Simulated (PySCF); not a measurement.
N: ionisation energy

N [He] 2s2 2p3 (4S) → N+ [He] 2s2 2p2 (3P), as a difference of total energies. All numbers are calculated (PySCF 2.14, the spin-free X2C one-electron Hamiltonian (Gaussian nucleus), in x2c-SVPall). Correlated levels: valence: 1s2 frozen. The calculations carry no spin-orbit coupling.

```tsv
method	ionisation energy (eV)	error (eV)
UHF	14.030	-0.515
M06-L	14.842	+0.297
r2SCAN	14.862	+0.317
MP2 (valence)	14.448	-0.097
SCS-MP2 (valence)	14.237	-0.308
CCSD (valence)	14.273	-0.272
CCSD(T) (valence)	14.269	-0.276
```

Reference: 14.545 eV (measured; NIST levels, between the centres of gravity of the two terms).

Errors of the correlated levels include the incompleteness of this basis and the frozen core.
